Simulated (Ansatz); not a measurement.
**BH₂⁻, singlet: the ladder up to full CI**

Geometry: a point of a bend scan, not a stationary point.

```tsv
atom	x (Å)	y (Å)	z (Å)
B	0.0000	-0.0996	0.0000
H	0.0000	0.5343	-1.0740
H	0.0000	0.5343	1.0740
```

Basis 6-31++G** (Cartesian d functions); Ansatz 0.2.0. Correlated methods freeze the noble-gas cores, which leaves 6 electrons in 30 orbitals. Prefix R: restricted or restricted open-shell reference; prefix U: unrestricted. Active spaces: pair = (2e, 2o) about the gap; valence = (6e, 6o) chosen from the atoms' valence shells.

Full CI is exact within this basis and frozen core; it isn't the basis-set limit. The frozen core follows each run's orbitals, which can shift R against U totals by a few meV.

The UHF ⟨S²⟩ is 0.777 and the T1 diagnostic (RCCSD) is 0.0129. The largest doubles amplitude (RCCSD) is 0.137.

```tsv
level	E − E(RHF) (eV)
RMP2	-2.5869
RCCSD	-3.2023
RCCSD(T)	-3.2960
```

(1) Estimate how far full CI in 6-31++G** lies from RCCSD(T). The table doesn't fix it; the size of (T) and the diagnostics are the guide.

(1) Full CI in 6-31++G** lies 0.97 mEh below RCCSD(T), which is 28 % of the (T) step (-3.45 mEh). A doubles amplitude is large, RHF is unstable towards spin polarisation, and the rest is a large part of (T).

The other levels:

```csv
level,E − E(full CI) (mEh),share of correlation (%),wall time
CISD,9.75,92.01,0.6 s
BCCD(T),0.98,99.20,0.36 s
RCCSDT,0.18,99.85,–
RCCSDT(Q),0.03,99.98,0.99 s
RCCSDTQ,0.00,100.00,17 s
CASSCF (pair space),101.86,16.58,–
NEVPT2 (pair space),24.40,80.01,0.42 s
CASSCF (valence space),81.50,33.25,–
NEVPT2 (valence space),25.91,78.78,0.33 s
MRCISD (valence space),4.54,96.28,–
MRCISD+Q (valence space),0.01,99.99,0.72 s
MRCISD+Q(relaxed) (valence space),-0.85,100.69,0.87 s
```

The correlation energy at full CI, counted from RHF, is -3.322 eV. That run took 22 s on 1 thread of Arm Neoverse V1, shared host over 4,171,528 determinants.

Run but not shown, since their state or frozen core can't be matched to the reference's or they repeat it: UHF, UMP2, UCCSD, UCCSD(T), UCCSDT, UCCSDT(Q).

Times hold each run's SCF and search for its determinant on a shared host, so for small cases they say little of a method's own cost; they ran on 1 thread of Arm Neoverse V1.

More than 5 meV below full CI, which no variational method can be: MRCISD+Q(relaxed) (valence space).

The full-CI state has the irrep A1 of C2v, in the program's axes.

Natural occupations of full CI about the gap: 1.962 1.955 1.848 0.072 0.069 0.026 0.023 0.011 0.010 0.003; effectively unpaired electrons, Σ n²(2−n)², 0.13.
